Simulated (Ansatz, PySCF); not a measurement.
Species: pyrrole, C4H5N (charge 0, singlet). 
Structure (B3LYP-D3(BJ)/def2-TZVP (Ansatz, a first-principles code) minimum search):
SMILES: c1cc[nH]c1
```xyz
10

H      0.0211    -0.0014     2.1219
N      0.0111    -0.0008     1.1183
C      0.0095     1.1219     0.3315
C     -0.0029    -1.1224     0.3301
C     -0.0058     0.7114    -0.9796
C     -0.0137    -0.7101    -0.9804
H      0.0192     2.1075     0.7635
H     -0.0040    -2.1085     0.7609
H     -0.0109     1.3576    -1.8413
H     -0.0258    -1.3551    -1.8429
```
Charge 0, spin multiplicity 1.

Property: vertical ionisation energy (to the doublet state of charge +1; each state is the SCF solution reached for its spin), in eV. Correlated levels leave the core frozen unless marked. UHF or UKS for open shells. Spin-orbit coupling is left out. No relativistic terms. 

```tsv
level	program	vertical ionisation energy (eV)
HF/aug-cc-pVDZ	Ansatz	6.89
SVWN5/def2-TZVPD	Ansatz	8.60
r2SCAN/def2-TZVPD	Ansatz	8.17
B3LYP/def2-TZVPD	Ansatz	8.28
BHLYP/def2-TZVPD	Ansatz	8.03
RI-MP2/aug-cc-pVTZ	Ansatz	8.63
SCS-MP2/aug-cc-pVDZ	Ansatz	8.39
CCSD/aug-cc-pVDZ	Ansatz	8.16
CCSD(T)/aug-cc-pVDZ	Ansatz	8.25
```

For comparison, minus the highest occupied orbital energy (PySCF): 8.12 eV at HF/def2-TZVPD, 5.95 eV at B3LYP/def2-TZVPD, 5.52 eV at TPSSh/def2-TZVPD.
